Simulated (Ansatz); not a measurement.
```yaml
crystal:
  periodic: [false, false, false]
  atoms:
    - {symbol: Cr, position_ang: [0.000000, 0.000000, 0.000000]}
    - {symbol: H, position_ang: [0.000000, 0.000000, 1.700000]}
basis:
  gaussian: {orbitals: def2-TZVP}
total_charge: 1
hamiltonian: {xc: pbe0}
relax: {f_tol: 0.004, max_steps: 80}
```

```sh
$ ansatz run in.yaml --threads 1 --pin off --events-out ev --progress --plain --max-ram 2176MiB
```

Steps of the relaxation (energy above the last step; positions in Å, forces in eV/Å):

```
2
step 1, 120.2 meV
Cr    0.000    0.000    0.000    0.000    0.000    1.525
H     0.000    0.000    1.700    0.000    0.000   -1.525
```

```
2
step 2, 2.9 meV
Cr    0.000    0.000    0.082    0.000    0.000   -0.294
H     0.000    0.000    1.618    0.000    0.000    0.294
```

```
2
step 3, 0.0 meV
Cr    0.000    0.000    0.072    0.000    0.000   -0.009
H     0.000    0.000    1.628    0.000    0.000    0.009
```

```
2
step 4, 0.0 meV
Cr    0.000    0.000    0.072    0.000    0.000    0.000
H     0.000    0.000    1.628    0.000    0.000    0.000
```

Close pairs at the end: Cr1–H2 1.557 Å.

A stationary point of restricted PBE0 after 4 steps (its stability towards spin polarisation wasn't tested). 7.5 s on 1 thread of Arm Neoverse V2, shared host.
